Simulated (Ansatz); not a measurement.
**Structure relaxation of Sn₃Br**

The calculation used DFT PBE, scalar-relativistic, plane waves, PAW (Ansatz 0.2.0). Cutoff 420 eV, Γ-centred k mesh, Gaussian smearing, no spin polarisation in the final step.

Sn₃Br was placed on the sites of a reported Cu3Pd cell (P4/mmm, No. 123), with Br in place of Pd, Sn in place of Cu, at a guessed volume.

```yaml
crystal:
  lattice:
    - [4.69016, 0.00000, 0.00000]
    - [0.00000, 4.69016, 0.00000]
    - [0.00000, 0.00000, 4.64195]
  atoms:
    - { symbol: Sn, position: [0.00000, 0.50000, 0.50000] }
    - { symbol: Sn, position: [0.50000, 0.00000, 0.50000] }
    - { symbol: Sn, position: [0.50000, 0.50000, 0.00000] }
    - { symbol: Br, position: [0.00000, 0.00000, 0.00000] }
```

Cell and atoms relax at zero pressure; the relaxation can't lower the symmetry of the start. After a coarse first stage the cell is made exact in the group found at 0.06 Å.

The zero of energy is the elements' standard structures at the same level; no fitted shifts are applied.

Task: Describe the relaxed structure.

Result: It keeps P4/mmm (No. 123), but not the shape of the type it started on. Conventional cell: a = 5.670 Å, c = 3.509 Å. Sn on Wyckoff site e (2 atoms of the primitive cell) is coordinated by 4 Br at 3.33 Å, 6 Sn at 3.33–3.51 Å and 4 Sn at 4.01 Å; around Sn on Wyckoff site c (1 atom of the primitive cell) lie 10 Sn at 3.33–3.51 Å and 4 Br at 4.01 Å; Br has 8 Sn at 3.33 Å, 2 Br at 3.51 Å and 4 Sn at 4.01 Å.

Space group P4/mmm (No. 123). a = 5.670 Å, b = 5.670 Å, c = 3.509 Å, α = 90.00°, β = 90.00°, γ = 90.00°
```csv
atom,site,symmetry,x,y,z
Sn,2e,mmm.,0.0000,0.5000,0.5000
Sn,1c,4/mmm,0.5000,0.5000,0.0000
Br,1a,4/mmm,0.0000,0.0000,0.0000
```

Task: What are its volume, energy, density and gap?

Result: The volume per atom is 28.21 Å³, the density is 6.42 g/cm³ and the energy over the elements is -0.07 eV/atom. The gap on the 8×8×14 mesh is 0 eV (a metal).

The final run used a 8×8×14 mesh on its 4-atom cell and 0.10 eV smearing. The k mesh leaves about 4 meV/atom of noise in metals. A structure relaxed within its symmetry needn't be a true minimum. The steps took about 3 core-minutes in all.